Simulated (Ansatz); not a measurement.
**[CH3···H···CN], doublet in cc-pVDZ: errors against RCCSDT(Q)**

Geometry: a point of a hydrogen-transfer path between rigid fragments, not a stationary point.

```yaml
atoms:
  - { symbol: C, position_ang: [-2.1221, 0.0000, 0.0000] }
  - { symbol: H, position_ang: [-2.4853, 1.0273, 0.0000] }
  - { symbol: H, position_ang: [-2.4853, -0.5137, 0.8897] }
  - { symbol: H, position_ang: [-2.4853, -0.5137, -0.8897] }
  - { symbol: H, position_ang: [-1.0324, 0.0000, 0.0000] }
  - { symbol: N, position_ang: [1.8440, 0.0000, 0.0000] }
  - { symbol: C, position_ang: [0.6839, 0.0000, 0.0000] }
```

Basis cc-pVDZ; Ansatz 0.2.0. Correlated methods freeze the noble-gas cores, which leaves 17 electrons in 59 orbitals. Prefix R: restricted or restricted open-shell reference; prefix U: unrestricted. Active spaces: frontier = (9e, 9o) about the gap.

Full CI isn't at hand for all of this; RCCSDT(Q) serves as the reference, and is uncertain by about the last step of the cluster series. The frozen core follows each run's orbitals, which can shift R against U totals by a few meV.

Unrestricted rows (U) aren't spin-pure: their determinants' ⟨S²⟩ exceeds S(S+1) by up to 0.35, so they mix in states of higher spin. For open shells CISD is restricted-active-space CI with the open shells as a complete middle space.

```
UHF ⟨S²⟩                          : 1.099
T1 diagnostic (RCCSD)             : 0.0339
largest doubles amplitude (RCCSD) : 0.097
T1 diagnostic (UCCSD)             : 0.0560
```

Question: From what is known of these methods and the diagnostics, rank them by the size of their error in total energy against RCCSDT(Q) in cc-pVDZ, smallest first (an estimate: the text doesn't fix the numbers).
A. UCCSD(T)
B. RHF
C. MRCISD (frontier space)
D. BCCD(T)
E. RCCSD

Answer: D (7.6 kJ/mol), A (11.2 kJ/mol), E (55.0 kJ/mol), C (90.4 kJ/mol), B (1288.6 kJ/mol).

All errors are against RCCSDT(Q) in cc-pVDZ. Within each family the higher level lies nearer, as is usual though not guaranteed.
